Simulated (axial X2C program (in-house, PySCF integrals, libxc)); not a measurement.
## Outer orbitals of BN⁺ at 1.371 Å, HF

Computed with an in-house all-electron X2C program for linear molecules (integrals from PySCF). Spin-free means the one-electron spin-free X2C Hamiltonian; two-component (2c) means X2C with spin–orbit coupling and atomic mean-field two-electron Coulomb and Gaunt terms, so the difference of the two also holds small scalar two-electron terms. Basis: N dyall-av3z [7s7p3d2f], B dyall-v3z [7s6p2d1f] (cores contracted in-house); Gaussian nuclei, density fitting, unrestricted open shells. Masses: N 14.003 u, B 11.009 u.

The distance is close to the 2c PBE0 minimum; the highest filled and lowest empty levels are listed.

Spin-free orbitals, state M_S = 3/2, Λ = 0 (beyond evenly filled blocks: σα, π+α, π-α) (Löwdin shares):

| symmetry | occupied | ε (eV) | atomic character |
| --- | --- | --- | --- |
| σα | yes | -26.24 | 60% N p, 20% B s, 12% N s |
| π+α | yes | -24.61 | 76% N p, 16% B p, 5% B d |
| π-α | yes | -24.61 | 76% N p, 16% B p, 5% B d |
| σβ | yes | -23.06 | 68% N p, 18% N s, 7% B s |
| σα | yes | -22.72 | 43% B p, 26% B s, 20% N p |
| π-β | no | -8.24 | 48% N p, 45% B p, 3% N d |
| π+β | no | -8.24 | 48% N p, 45% B p, 3% N d |
| σβ | no | -7.89 | 38% B s, 33% B p, 12% N s |
| π+α | no | -6.31 | 62% B p, 13% N d, 13% N p |
| π-α | no | -6.31 | 62% B p, 13% N d, 13% N p |

Spinors with spin–orbit coupling (state Ω = 3/2):

```
   ω  occupied  ε (eV)           atomic character  λ mixture
 1/2       yes  -26.24  60% N p, 20% B s, 12% N s     100% σ
-1/2       yes  -24.61   76% N p, 16% B p, 5% B d     100% π
 3/2       yes  -24.60   76% N p, 16% B p, 5% B d     100% π
-1/2       yes  -23.06   68% N p, 18% N s, 7% B s     100% σ
 1/2       yes  -22.72  43% B p, 26% B s, 20% N p     100% σ
 1/2        no   -8.24   48% N p, 45% B p, 3% N d     100% π
-3/2        no   -8.24   48% N p, 45% B p, 3% N d     100% π
-1/2        no   -7.89  38% B s, 33% B p, 12% N s     100% σ
-1/2        no   -6.31  62% B p, 13% N d, 13% N p     100% π
 3/2        no   -6.31  62% B p, 13% N d, 13% N p     100% π
```

Mulliken charges and populations of the two-component result (they depend on the basis, above all on diffuse functions):

N 0.25 e (s 3.76 p 2.95 d 0.04), B 0.75 e (s 3.21 p 0.96 d 0.07 f 0.01). ⟨Lz⟩ = 0.00 ħ and ⟨Sz⟩ = 1.50 ħ (0.90 and 0.60 on the two atoms), which add up to Ω.

One determinant describes the state; a PBE0 search over occupations chose it and may have missed a lower one. PBE0 can misorder states that lie within some tenths of an eV, so this need not be the ground state of the molecule. The nearest other spin-free determinant of the search, M_S = 1/2, Λ = 0, lies 0.32 eV up at the distance of the search. With several unpaired electrons one determinant need not be a pure state. This is the top spin component of a Σ state; components of lower Ω are not single determinants and can lie lower.
